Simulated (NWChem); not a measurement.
acetonitrile (C2H3N); SMILES CC#N

Question: Give the equilibrium geometry at PBE0/def2-SVP (NWChem) as a list of bonds and angles, with the point group.

Answer: point group C3v; any orientation.
Bond lengths (Å): C1–C2 1.453, C1–H4 1.099, C1–H5 1.099, C1–H6 1.099, C2–N3 1.157. Angles (°): C2–C1–H4 110.2, C2–C1–H5 110.2, C2–C1–H6 110.2, H4–C1–H5 108.7, H4–C1–H6 108.7, H5–C1–H6 108.7, C1–C2–N3 180.0.
